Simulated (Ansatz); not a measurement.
Q: Name a neutral molecule of C, O and H with LUMO energy (ωB97M-V/def2-TZVPP) between 2.60 and 2.90 eV and HOMO–LUMO gap (B3LYP/def2-TZVPP) between 7.95 and 8.25 eV (Ansatz, PBE0-D4/def2-TZVP geometry).

A: `CCCOCC` (2.73 eV, 7.96 eV); `CCCCOC` (2.66 eV, 8.03 eV); `COC1CCCO1` (2.74 eV, 8.21 eV). Other molecules can fit too; these were computed, each in one conformer that needn't be the lowest.

B3LYP here is the variant with VWN-RPA as its local correlation; programs differ in this.
